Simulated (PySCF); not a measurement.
**Unknown compound**

The spectra below were simulated for a compound C$_{4}$H$_{8}$.

¹H NMR (600 MHz, computed): δ 2.12 (s, 8H).

¹³C{¹H} NMR (computed): δ 27.9 (CH2, 4C).

Isolated molecule, averaged over atoms made equivalent by symmetry, fast rotation or ring inversion, single conformer, non-relativistic. Couplings computed with B3LYP/pcJ-1 (without the spin–dipole term); PBE0-D3(BJ)/def2-SVP geometry; shieldings: GIAO KT2/pcSseg-2; PySCF.

Chemical shifts δ = σref − σ; ¹H, ¹³C against TMS, all at this level.

**Question.** Deduce the structure.

**Answer.** 
1. Rings plus π bonds: 1 (1 ring in the answer).
2. 1 carbon signal for 4 carbons: some carbons are equivalent by symmetry or fast rotation.
3. Carbon types of the structure: 4 × CH2, which accounts for all hydrogens.
4. δC 27.9: sp3 CH2 in a ring; a saturated carbon with 2 carbon neighbours and no heteroatom attached.
5. δH 2.12: hydrogen on an sp3 CH2 in a ring.

Structure: cyclobutane.

Shifts are as computed. Against solution values, carbons near 30 ppm lie about +3 ppm off and those near 130 ppm about -1 ppm. Of 1211 compounds with measured shifts, 218 miss one by over three times the rms of a fit or turn the order of signals round; such compounds aren't used in these exercises.
